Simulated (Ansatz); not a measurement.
A run of Ansatz (development build ahead of 0.2.0) on doublet NO at this shape:

```xyz
2

N     0.0000    0.0000   -0.5605
O     0.0000    0.0000    0.4905
```

Its results:

```yaml
Converged: yes
Reference_energy: -129.24745 hartree
Correlation_energy: -0.29946 hartree
Total_energy: -129.54691 hartree
Spin_squared_of_the_determinant: 0.759
```

Q: Which input gives this output? Name the method, the orbitals and the basis set, and write the input.

A: UHF-MP2 in cc-pVDZ.

```yaml
crystal:
  periodic: [false, false, false]
  atoms:
    - { symbol: "N", position_ang: [0.0, 0.0, -0.56053] }
    - { symbol: O, position_ang: [0.0, 0.0, 0.49047] }
basis:
  gaussian: { orbitals: cc-pVDZ }
magnetization:
  spin_polarized: true
  initial_magnetization: 1
hamiltonian:
  xc: hf
correlation:
  method: mp2
  frozen_orbitals: { "N": 1, O: 1 }
```
